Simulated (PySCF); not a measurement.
C5H6F: g tensor and hyperfine couplings

Species: C₅H₆F (doublet state).
Structure used (GFN2-xTB), in Å, numbered top down from 1:
```
atom  x, y, z in Å
F1     2.676   -0.917   -0.176
C2     1.939    0.208   -0.221
C3     0.588    0.166   -0.080
C4    -0.425    1.113   -0.076
C5    -1.502    0.103    0.140
C6    -0.387   -0.970    0.138
H7     2.532    1.095   -0.375
H8    -0.445    2.180   -0.184
H9    -2.049    0.199    1.079
H10   -2.229    0.015   -0.669
H11   -0.437   -1.687   -0.679
H12   -0.258   -1.504    1.077
```

The species is `F/C=C1/[CH]CC1` [radical].

Method: UKS B3LYP, pcH-1 on C F H, non-relativistic, mean-field spin-orbit, GIAO in PySCF 2.14.0. Geometry: GFN2-xTB; no solvent, vibrations or thermal averaging. Couplings are sensitive to structure, and on GFN2-xTB geometries they can be far from those on DFT ones. The SCF solution wasn't tested for stability. ⟨S²⟩ is 0.776 where a pure state has 0.75.

| Item | Value |
| --- | --- |
| g1, g2, g3 | 2.00210, 2.00359, 2.00424 |
| g_iso | 2.00331 |
| Form of g | rhombic: the two nearest values differ by 30 % of g3 − g1 |
| ⟨S²⟩ | 0.7759 (exact 0.7500) |
| α and β electrons | 23, 22 |
| HOMO–LUMO gap, α and β orbitals | 6.23, 5.43 eV |
| Total energy | -293.90473 Eh |

Hyperfine couplings atom by atom, in MHz; T1 to T3 are the principal values of the dipolar part; ρ(0) is the spin density at the nucleus:

```tsv
atom	isotope	a_iso	T1	T2	T3	Mulliken spin population	ρ(0) (bohr⁻³)
F1	19F	95.9	-183.6	-153.8	337.4	0.05	0.0228
C2	13C	59.1	-52.6	-52.0	104.6	0.59	0.0526
C3	13C	-50.8	-28.5	10.1	18.4	-0.25	-0.0452
C4	13C	61.2	-53.0	-51.0	104.0	0.66	0.0544
C5	13C	-24.2	-1.8	0.6	1.2	-0.06	-0.0216
C6	13C	7.7	-1.2	-0.1	1.3	0.02	0.0068
H7	1H	-42.7	-22.0	-2.0	24.0	-0.03	-0.0096
H8	1H	-41.0	-23.4	-1.0	24.4	-0.03	-0.0092
H9	1H	76.6	-3.1	-2.5	5.5	0.03	0.0171
H10	1H	76.5	-3.0	-2.5	5.5	0.03	0.0171
H11	1H	-16.8	-2.2	-0.4	2.6	-0.01	-0.0038
H12	1H	-16.8	-2.2	-0.4	2.6	-0.01	-0.0038
```

The Mulliken spin populations are largest on C4 (+0.66), C2 (+0.59) and C3 (-0.25). The angles at C4 add up to 360.0°, so it is planar; its axial dipolar tensor and the negative coupling of its proton fit spin in a p orbital normal to that plane.

Axes: g2 points within 14° of the F1–C2 bond.

Under fast tumbling the dipolar parts average out, and these isotropic splittings remain: 1 × 19F (F1, I = 1/2, 2 lines) with 3.42 mT, 2 × 1H (H9/H10, I = 1/2, 3 lines) with 2.73 mT, 1 × 1H (H7, I = 1/2, 2 lines) with 1.52 mT, 1 × 1H (H8, I = 1/2, 2 lines) with 1.46 mT and 2 × 1H (H11/H12, I = 1/2, 3 lines) with 0.60 mT.

Class means assume fast exchange of nuclei equivalent by connectivity; if that motion is slow, each nucleus keeps its own coupling.

The 13C coupling of C4 (61.2 MHz) shows only in satellite lines or after enrichment, since that isotope makes up about 1.07 % of natural carbon.
